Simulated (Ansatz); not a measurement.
# Be₂ (quintet): wave-function methods side by side, aug-cc-pVDZ

How much of the correlation energy of Be₂ (quintet) does each wave-function method recover here?

Program: Ansatz 0.2.0, Gaussian basis. Level of theory: aug-cc-pVDZ, core rule «outside noble gas», up to 2 orbitals frozen. These are calculated values, not measurements.

Plan: UHF; CCSD(T) on ROHF; CCSD(T) on UHF; BCCD(T) on ROHF; CISD; CCSDT(Q) on ROHF; CCSDT(Q) on UHF; CASSCF and MRCISD+Q, 4 electrons in 8 orbitals; CASSCF and NEVPT4(SD), 4 electrons in 8 orbitals; CASSCF and NEVPT2, 4 electrons in 8 orbitals; Full CI.

18 further runs of the same task are left out: 2 for a mislabelled method, 6 that didn't finish, 10 set aside as unsound or not needed.

## (1) What is computed

The geometry is a PBE0/def2-TZVPD stationary point (not a proven minimum) of the parent state, kept for this charge and spin.

2 atoms, charge 0, spin multiplicity 5.

Atoms are counted from 1 here; the program's logs count them from 0.

No contacts short enough for the rule that draws bonds.

## (2) UHF

File in.yaml:

```yaml
crystal:
  periodic: [false, false, false]
  atoms:
    - {symbol: Be, position_ang: [0.000000, 0.000000, 0.000000]}
    - {symbol: Be, position_ang: [0.000000, 0.000000, 2.024400]}
basis:
  gaussian: {orbitals: aug-cc-pVDZ}
magnetization: {spin_polarized: true, initial_magnetization: 4}
hamiltonian: {xc: hf}
output: {orbitals: {seedname: orbitals}}
```

Command:

```bash
ansatz run in.yaml --threads 1 --pin off --events-out ev --progress --plain --max-ram 2393MiB
```

Further steps of the session: CCSD(T) on ROHF; CCSD(T) on UHF; BCCD(T) on ROHF; CISD; CCSDT(Q) on ROHF; CCSDT(Q) on UHF; CASSCF and MRCISD+Q, 4 electrons in 8 orbitals; CASSCF and NEVPT4(SD), 4 electrons in 8 orbitals; CASSCF and NEVPT2, 4 electrons in 8 orbitals; Full CI.

**Question.** What will the summary of the whole plan be? Wanted: FCI below the RHF energy; RMP2 from FCI; UMP2 from FCI; RCCSD from FCI; RCCSD(T) from FCI; UCCSD(T) from FCI; RCCSDT(Q) from FCI; UCCSDT(Q) from FCI; NEVPT2 valence from FCI.

As calculated:

| quantity | value |
| --- | --- |
| FCI below the RHF energy | -0.6386 eV |
| RMP2 from FCI | +9.37 kcal/mol |
| UMP2 from FCI | +9.36 kcal/mol |
| RCCSD from FCI | +1.50 kcal/mol |
| RCCSD(T) from FCI | +0.54 kcal/mol |
| UCCSD(T) from FCI | +0.54 kcal/mol |
| RCCSDT(Q) from FCI | +0.01 kcal/mol |
| UCCSDT(Q) from FCI | +0.01 kcal/mol |
| NEVPT2 valence from FCI | +5.75 kcal/mol |
| NEVPT4(SD) valence from FCI | +3.27 kcal/mol |
| MRCISD+Q valence from FCI | +2.66 kcal/mol |
| levels within 1 kcal/mol (43 meV) | RCCSD(T), UCCSD(T), BCCD(T), RCCSDT, UCCSDT, RCCSDT(Q), UCCSDT(Q) |
| T1 diagnostic | 0.017 |
| effectively unpaired electrons | 4.01 |

What this shows: RCCSD(T) misses by +0.54 kcal/mol, 3.7 % of the correlation energy. One determinant dominates. Of the multireference levels listed MRCISD+Q valence comes nearest in total energy (+2.66 kcal/mol), which doesn't show that its space is the better one. Coupled cluster took another determinant than the lowest Hartree-Fock one. These misses are within one basis, not against nature; the frozen cores of restricted and unrestricted runs differ, which can shift their rows.
